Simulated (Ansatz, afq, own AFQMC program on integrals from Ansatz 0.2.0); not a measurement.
Two steps: Ansatz 0.2.0 writes the Fock matrix and Cholesky factors of the valence space, and afq projects on them the lowest state that overlaps trial and start.

```yaml
crystal:
  periodic: [false, false, false]
  atoms:
    - {symbol: Si, position_ang: [0.000000, 0.000000, 0.000000]}
    - {symbol: Al, position_ang: [0.000000, 0.000000, 3.079000]}
basis:
  gaussian: {orbitals: cc-pVTZ}
total_charge: 1
magnetization: {spin_polarized: false}
correlation: {method: ccsd_t, electrons: outside_noble_gas, hamiltonian_folder: ham}
```

```sh
$ ansatz run in.yaml --threads 1 --pin off --events-out ev --progress --plain --max-ram 1843MiB
```

afq runs on the folder ham with

```
--method free --trial cisd --walkers 60 --time-step 0.03 --max-blocks 80 --target-error 0.00029 --factor-cut 1e-05 --seed 2613 --times 0,0.3,0.6,1.2,1.8,2.4,3.6,4.8,6 --taylor-order 8
```

Times are imaginary, in 1/Eh. The walk had a cap of 1346 s.

Log:

```
orbitals 58  electrons 3 3  factors 396 of 428
reference energy -530.51293737 Eh
CCSD correlation -0.14178075 Eh in 15 cycles, weight of the determinant in the CISD state 0.8346
repeat  energy at the last time / Eh  error
    10  -530.661176  0.001657
    20  -530.661365  0.001306
    30  -530.661945  0.001232
    40  -530.661882  0.001017
    50  -530.661348  0.000867
    60  -530.661396  0.000788
    70  -530.661514  0.000718
    80  -530.661540  0.000682
time / (1/Eh)  energy / Eh  error  mean overlap
  0.00  -530.654599  0.000169  1.1956
  0.30  -530.657147  0.000185  1.1866
  0.60  -530.658476  0.000195  1.1786
  1.20  -530.659814  0.000231  1.1634
  1.80  -530.660335  0.000226  1.1507
  2.40  -530.661045  0.000262  1.1365
  3.60  -530.661083  0.000336  1.1134
  4.80  -530.660738  0.000401  1.1286
  6.00  -530.661540  0.000682  1.1385
energy -530.661540 +/- 0.000682 Eh
```

The run passed its tests (error under three times the target), which doesn't prove that it has relaxed.

Against this walk (error 18.6 meV) on the same determinant: CCSD(T) 54.8 meV higher, CCSDT(Q) 7.6 meV higher (within the noise). The error is statistical, and a free projection of finite length keeps a remainder of its start.

Cautions: remainder of the start not in the error; error above the target (18.6 against 7.9 meV); higher spins were not checked; restricted determinant unstable towards unrestricted (UHF 885 meV lower, ⟨S²⟩ 1.10); CCSDT(Q) on the UHF determinant differs (410 meV lower), perhaps since the unrestricted series falls towards higher spin.

The walk took 4.4 min on 1 thread of Arm Neoverse V1, on a shared host. The log's last line is the free-projection energy.

CCSDT and higher add their correlation energy to the determinant of the CCSD(T) run, since their own runs factorise the integrals more tightly (a shift of under 2 meV). A walk keeps the symmetry of its determinant, which the program's search chose and which needn't be the lowest solution, so a lower state of the same spin and another symmetry isn't excluded.
